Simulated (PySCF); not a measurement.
Na₂, SMILES [Na][Na].

Coordinates come from a B3LYP-D3(BJ)/def2-TZVPD optimisation.

These are B3LYP/def2-TZVPD in PySCF values and carry that method's errors.

Gas-phase values at a fixed geometry.

Computed frontier levels, gap, dipole moment and polarisability:
```yaml
highest_occupied_level: -3.56 eV
lowest_empty_level: -1.51 eV
orbital_gap: 2.05 eV
dipole_moment: 0.000 e·Å
quadrupole, principal values (traceless, Buckingham form, about the centre of nuclear charge): -5.57, -5.57, 11.13 D·Å
mean_static_polarisability: 226.5 bohr³ (33.57 Å³)
polarisability_principal_values: 180.5, 180.5, 318.6 bohr³
```
